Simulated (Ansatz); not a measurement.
# C₂HSi (doublet): the correlation ladder, def2-QZVPP

One table from this session's results is given with a row withheld; the runs are named, their logs left out.

Method: def2-QZVPP, core rule «outside noble gas», up to 7 orbitals frozen; program: Ansatz 0.2.0, Gaussian basis.

The runs, in order: UHF; ROHF; CCSD(T) on UHF.

2 further runs of the same task are left out: 2 set aside as unsound or not needed.

## The geometry

The geometry is a PBE0/def2-TZVP stationary point (not a proven minimum).

4 atoms, charge 0, spin multiplicity 2.

Atoms are counted from 1 here; the program's logs count them from 0.

Bond lengths: C1–C2 1.277 Å, C2–Si3 1.694 Å, Si3–H4 1.502 Å. Angles: C1–C2–Si3 166.4°, C2–Si3–H4 118.3°.

The first run:

File in.yaml:

```yaml
crystal:
  periodic: [false, false, false]
  atoms:
    - {symbol: C, position_ang: [0.000000, 0.010293, 1.919554]}
    - {symbol: C, position_ang: [0.000000, 0.134643, 0.648509]}
    - {symbol: Si, position_ang: [0.000000, -0.101792, -1.029371]}
    - {symbol: H, position_ang: [0.000000, 1.109295, -1.918604]}
basis:
  gaussian: {orbitals: "def2-QZVPP.json"}
magnetization: {spin_polarized: true, initial_magnetization: 1}
hamiltonian: {xc: hf}
output: {orbitals: {seedname: orbitals}}
```

Launch:

```sh
$ ansatz run in.yaml --threads 1 --pin off --events-out ev --progress --plain --max-ram 4096MiB --backend cpu
```

Steps of the session up to this table: UHF; ROHF; CCSD(T) on UHF.

One of the session's tables, all rows but one given; the rest of the session is left out.

```
  method  from UCCSD(T) (kcal/mol)
    ROHF                   +276.80
     UHF                   +273.17
    UMP2                    +31.14
   UCCSD                         ?
UCCSD(T)                         0
```

Estimate the missing values for UCCSD.

**Answer.** from UCCSD(T) (kcal/mol): +17.86. In the column «from UCCSD(T) (kcal/mol)» it lies between UCCSD(T) (0) and UMP2 (+31.14).
